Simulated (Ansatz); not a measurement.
# CCSD/def2-SVPD run of CH3NaS (SMILES C[S][Na])

What is the vertical ionisation energy of CH3NaS at CCSD/def2-SVPD? 

Program for the calculation: Ansatz 0.2.0.

22 further runs of the same task are left out: 22 set aside as unsound or not needed.

## 1. The molecule

CH3NaS has 6 atoms, charge 0, and is taken as a singlet. As SMILES, `C[S][Na]`. Geometry: relaxed at PBE0-D4/def2-TZVP.

Bond lengths: C1–S2 1.822 Å, S2–Na3 2.478 Å, C1–H4 1.092 Å, C1–H5 1.092 Å, C1–H6 1.092 Å. Angles: C1–S2–Na3 107.5°, S2–C1–H4 108.5°, S2–C1–H5 112.2°, S2–C1–H6 112.2°, H4–C1–H5 107.6°, H4–C1–H6 107.6°, H5–C1–H6 108.6°.

## 2. A single-point energy at CCSD/def2-SVPD

The input, run.yaml:

```yaml
crystal:
  periodic: [false, false, false]
  atoms:
    - {symbol: C, position_ang: [-0.413100, 0.331700, -0.391900]}
    - {symbol: S, position_ang: [-0.168900, -1.222400, 0.527100]}
    - {symbol: Na, position_ang: [2.035300, -1.083000, 1.651500]}
    - {symbol: H, position_ang: [-1.385700, 0.292700, -0.886900]}
    - {symbol: H, position_ang: [0.344900, 0.476700, -1.165000]}
    - {symbol: H, position_ang: [-0.412500, 1.204300, 0.265200]}
basis:
  gaussian:
    orbitals: def2-SVPD
scf:
  omitted_lower_state_checks: [cluster_reference, increment]
total_charge: 0
correlation:
  method: ccsd
  frozen_orbitals: {C: 1, H: 0, Na: 1, S: 5}
accuracy: high
```

Started as:

```bash
$ ansatz run run.yaml --threads 1 --pin off --max-ram 2610MiB --events-out events.jsonl --progress --plain --runs-dir runs
```

Output, shortened:

```text
Warning: RAYON_NUM_THREADS=1 ignored (pool sized by the plan → 1); use --threads N
Functional definition: HF
  name "HF"
[...]
1736 factors; integrals over basis functions are off by at most 3.6e-9 eV
[...]
mean field -16294.58666929 eV, -598.8150152287 hartree, gradient 1.8e-8 eV, S^2 0.000000; 0 other end points of the search recorded, 0 dependent functions left out
7 core orbitals not correlated: weight in the atoms' cores, before any rotation towards them, 1.000 or more for the frozen orbitals, at most 0.000 for the correlated occupied ones
reference -16294.58666929 eV, -598.8150152287 hartree; 11, 11 occupied and 71, 71 virtual orbitals, 1736 factors
second order -8.34837497 eV of doubles, -0.00000000 eV of singles
cycle   1  -8.87223359 eV  change   -5.2e-1 eV  update   6.7e-2
[...]
cycle  23  -9.14096185 eV  change   7.0e-11 eV  update   1.2e-9
Total energy: -16303.72763114 eV, -599.1509393809 hartree
Checks for a lower state left out: cluster_reference, increment
```

It took 11 s on 1 thread of Intel Xeon Platinum 8375C at 2.90GHz (Ice Lake), shared host; peak memory 0.52 GiB.

## 3. The doublet cation at the same level

The input, in.yaml:

```yaml
crystal:
  periodic: [false, false, false]
  atoms:
    - {symbol: C, position_ang: [-0.413100, 0.331700, -0.391900]}
    - {symbol: S, position_ang: [-0.168900, -1.222400, 0.527100]}
    - {symbol: Na, position_ang: [2.035300, -1.083000, 1.651500]}
    - {symbol: H, position_ang: [-1.385700, 0.292700, -0.886900]}
    - {symbol: H, position_ang: [0.344900, 0.476700, -1.165000]}
    - {symbol: H, position_ang: [-0.412500, 1.204300, 0.265200]}
basis:
  gaussian:
    orbitals: def2-SVPD
total_charge: 1
magnetization:
  spin_polarized: true
  initial_magnetization: 1
correlation:
  method: ccsd
  frozen_orbitals: {C: 1, H: 0, Na: 1, S: 5}
accuracy: high
scf:
  omitted_lower_state_checks: [cluster_reference, increment]
```

Started as:

```bash
$ ansatz run in.yaml --threads 1 --pin off --max-ram 2610MiB --events-out events.jsonl --progress --plain --runs-dir runs
```

Output, shortened:

```text
Warning: RAYON_NUM_THREADS=1 ignored (pool sized by the plan → 1); use --threads N
[... 2 set-up lines as earlier in the session ...]
[...]
1737 factors; integrals over basis functions are off by at most 3.6e-9 eV
[...]
mean field -16288.86895671 eV, -598.6048931672 hartree, gradient 2.9e-8 eV, S^2 0.761503; 4 other end points of the search recorded, 0 dependent functions left out
7 core orbitals not correlated: weight in the atoms' cores, before any rotation towards them, 1.000 or more for the frozen orbitals, at most 0.000 for the correlated occupied ones
reference -16288.86895671 eV, -598.6048931672 hartree; 11, 10 occupied and 71, 72 virtual orbitals, 1737 factors
second order -7.30548287 eV of doubles, -0.00000000 eV of singles
cycle   1  -7.96402445 eV  change   -6.6e-1 eV  update   6.3e-2
[...]
cycle  27  -8.24508811 eV  change   3.1e-11 eV  update   1.8e-9
Total energy: -16297.11404482 eV, -598.9078945666 hartree
Checks for a lower state left out: cluster_reference, increment
```

Run time: 33 s. Hardware: 1 thread of Intel Xeon Platinum 8375C at 2.90GHz (Ice Lake), shared host; peak memory 0.99 GiB.

## 4. What came out

At CCSD/def2-SVPD, 7 core orbitals frozen:

| quantity | value |
| --- | --- |
| singlet CH3NaS: total energy | -599.15094 Eh |
| singlet CH3NaS: correlation energy (7 core orbitals frozen) | -335.9 mEh |
| singlet CH3NaS: T1 diagnostic | 0.010 |
| doublet cation: total energy | -598.90789 Eh |
| doublet cation: correlation energy (7 core orbitals frozen) | -303.0 mEh |
| doublet cation: ⟨S²⟩ of the reference determinant | 0.762 |
| doublet cation: T1 diagnostic | 0.010 |
| vertical ionisation energy (to the doublet cation) | 6.614 eV |

What this shows: Removing an electron at fixed nuclei costs 6.61 eV (638 kJ/mol).
